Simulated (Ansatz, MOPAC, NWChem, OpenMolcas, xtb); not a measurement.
# AlNH3O (SMILES [NH2][Al][OH]): the highest harmonic wavenumber at each level's own minimum, rung by rung

The runs start from one conformer, not always the lowest.

AlNH3O, doublet, SMILES `[NH2][Al][OH]`. Each level relaxes the structure for itself.

Each level gives the highest harmonic wavenumber at each level's own minimum (cm⁻¹). The values are calculated.

| level | kind | program | value (cm⁻¹) |
| --- | --- | --- | --- |
| AM1 | semi-empirical | MOPAC | 3581 |
| MNDOD | semi-empirical | MOPAC | 4056 |
| GFN2-xTB | semi-empirical | xtb | 3683 |
| GFN1-xTB | semi-empirical | xtb | 3720 |
| UHF/3-21G | Hartree–Fock | OpenMolcas | 4094 |
| UHF/6-31G* (spherical functions) | Hartree–Fock | NWChem | 4166 |
| UHF/6-31G* (Cartesian functions) | Hartree–Fock | OpenMolcas | 4180 |
| UBP86-D3(BJ)/def2-SVP | GGA | NWChem | 3788 |
| UPBE0-D4/def2-TZVP | global hybrid | Ansatz | 3964 |

Harmonic and unscaled. The values span 3581 to 4180 cm⁻¹.
